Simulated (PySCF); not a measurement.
N-methylacetamide, C3H7NO.
Atom-mapped SMILES: `[CH3:1][NH:2][C:3]([CH3:4])=[O:5]` (hydrogens: H6, H7, H8 on C1; H9 on N2; H10, H11, H12 on C4)

Structure used (GFN2-xTB), in Å, numbered top down from 1:
```
atom  x, y, z in Å
C1     1.8874    0.0567   -0.0417
N2     0.4832    0.2624   -0.2976
C3    -0.4888   -0.3638    0.4081
C4    -1.8894    0.0075   -0.0373
O5    -0.2522   -1.1414    1.3058
H6     2.3876   -0.3543   -0.9211
H7     2.3722    0.9934    0.2407
H8     1.9648   -0.6517    0.7817
H9     0.2292    0.8997   -1.0348
H10   -2.0262   -0.2340   -1.0889
H11   -2.6102   -0.5483    0.5541
H12   -2.0565    1.0729    0.1050
```

Theory: PySCF 2.14.0, density-fitted response routines, TDDFT CAM-B3LYP/def2-SVPD, vertical, gas phase, core orbitals frozen in the response.

Ground-to-excited transition dipoles (e·a0, same axes as the geometry; the sign carries no meaning), for the states with f of 0.002 or more among the lowest 8:

| state | E (eV) | μx | μy | μz |
| --- | --- | --- | --- | --- |
| S3 | 7.057 | -0.250 | 0.038 | -0.047 |
| S4 | 7.411 | -0.717 | -0.534 | 0.613 |
| S5 | 7.825 | 0.007 | 0.261 | 0.208 |
| S7 | 8.152 | -0.106 | -0.058 | 0.062 |
| S8 | 8.402 | -0.149 | 0.158 | -0.180 |

(1) What oscillator strength does each state have?

(2) What is the point group, and which symmetry does each of these states have?

(3) Which bond between heavy atoms lies closest to the direction of the S4 transition dipole?

(4) What angle do the transition dipoles of S5 and S8 make?

(5) How is the summed strength of these states shared among x, y and z?

(6) What peak molar absorption coefficient would the strongest computed level give as a lone Gaussian band 0.5 eV wide at half height?

Answers

(1) f = (2/3) ΔE |μ|² with ΔE in hartree (27.2114 eV).

```json
{"state": "S3", "|μ|² (au)": "0.066", "|μ| (D)": "0.65", "f": "0.011"}
{"state": "S4", "|μ|² (au)": "1.175", "|μ| (D)": "2.75", "f": "0.213"}
{"state": "S5", "|μ|² (au)": "0.111", "|μ| (D)": "0.85", "f": "0.021"}
{"state": "S7", "|μ|² (au)": "0.018", "|μ| (D)": "0.34", "f": "0.004"}
{"state": "S8", "|μ|² (au)": "0.080", "|μ| (D)": "0.72", "f": "0.016"}
```

(2) Cs. The ground state is totally symmetric, so the direction of μ fixes the label. Polarised normal to the mirror plane, so A″: S5. Polarised in the mirror plane, so A′: S3, S4, S7 and S8.

(3) N2–C3, at 4° from it; next C3–O5 at 53°.

(4) |cos θ| = |μa·μb| / (|μa| |μb|) = 0.03, so θ ≈ 88° (taken between 0 and 90°, since the signs are arbitrary).

(5) (2/3) Σ ΔE μα² gives 0.111 for x, 0.071 for y and 0.084 for z, 0.266 in all.

(6) ε(max) = 2.175×10⁸ f / FWHM, with the width in cm⁻¹. S4: 2.175×10⁸ × 0.2133 / 4033 ≈ 12000 L mol⁻¹ cm⁻¹.

The run took 16 s on an Arm Neoverse V1 with one thread, shared host.

One conformer stands for the species.
